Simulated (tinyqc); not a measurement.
Worked calculation: extended Hueckel theory, for HCl-. The parameters take no account of the charge, which enters only through the electron count, and nothing here shows that the anion is bound. One step of it, computed by the program tinyqc.

Problem. Mulliken analysis. P = C n C^T; charge = valence electrons (Cl 7, H 1) minus the sum of (P S)_ii on the atom; overlap population = 2 sum P_ij S_ij between two atoms.

coefficients:
```
               MO1        MO2        MO3       MO4        MO5
1Cl 3s    0.924649  -0.259028   0.000000  0.000000  -0.488693
1Cl 3px   0.000000   0.000000   0.996333  0.085563   0.000000
1Cl 3py   0.000000   0.000000  -0.085563  0.996333   0.000000
1Cl 3pz  -0.017582   0.729837   0.000000  0.000000  -0.896990
2H 1s     0.186534   0.423046   0.000000  0.000000   1.133442
```

occupations: 2.000000  2.000000  2.000000  2.000000  1.000000

overlap S:
```
           1Cl 3s   1Cl 3px   1Cl 3py   1Cl 3pz     2H 1s
1Cl 3s   1.000000  0.000000  0.000000  0.000000  0.327676
1Cl 3px  0.000000  1.000000  0.000000  0.000000  0.000000
1Cl 3py  0.000000  0.000000  1.000000  0.000000  0.000000
1Cl 3pz  0.000000  0.000000  0.000000  1.000000  0.474630
2H 1s    0.327676  0.000000  0.000000  0.474630  1.000000
```

Give: charges; Overlap populations.

Solution.

charges: 1Cl -0.6206, 2H -0.3794

Overlap populations:

| pair | value |
|---|---|
| 2-1 | -0.665712 |
